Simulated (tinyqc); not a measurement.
Stretching all distances: RHF, UHF, MP2, CISD and CCSD against full CI in the sto-6g basis, for LiH, spin multiplicity 1. Computed by the program tinyqc with PySCF. All coordinates are multiplied by the scale. c0^2 is the weight of the RHF determinant in the lowest singlet FCI state (UHF is spin-contaminated and may lie near states of higher spin) and n(LUMO) the first natural occupation beyond the occupied space.

Geometry (angstrom):
```
atom       x       y       z
Li    0.0000  0.0000  0.0000
H     0.0000  0.0000  1.3930
```

Full CI energy (hartree) and errors against it (kcal/mol):
```
scale   distance 1-2 (angstrom)     E(FCI)      RHF      UHF      MP2    CISD    CCSD  <S^2> UHF    c0^2  n(LUMO)
0.9600                   1.3373  -7.963805  10.9412  10.9412   3.7496  0.0062  0.0047     0.0000  0.9810   0.0304
1.2600                   1.7552  -7.966629  14.6986  14.6986   5.6987  0.0097  0.0075     0.0000  0.9677   0.0546
1.5500                   2.1591  -7.938071  22.5104  20.8769   9.8979  0.0166  0.0132     0.3450  0.9309   0.1169
1.8500                   2.5770  -7.907598  35.9776  14.3719  17.3579  0.0316  0.0269     0.8019  0.8450   0.2551
2.1500                   2.9949  -7.887684  54.7976   6.8959  27.1175  0.0538  0.0484     0.9276  0.7201   0.4642
2.4400                   3.3989  -7.878233  74.6493   3.0408  34.6335  0.0722  0.0651     0.9712  0.6246   0.6513
2.7400                   3.8168  -7.874034  92.8379   1.3162  36.3538  0.0834  0.0740     0.9889  0.5695   0.7847
```

What does the comparison show, and why?

UHF parts from RHF first at scale 1.55 of those listed, where <S^2> leaves zero. The weight c0^2 goes from 0.98 to 0.57 and n(LUMO) from 0.03 to 0.78: static correlation grows as the bonds break into open-shell fragments. The spread of the error along the curve, which distorts its shape, is CCSD 0.1, CISD 0.1, UHF 19.6, MP2 32.6, RHF 81.9 kcal/mol.
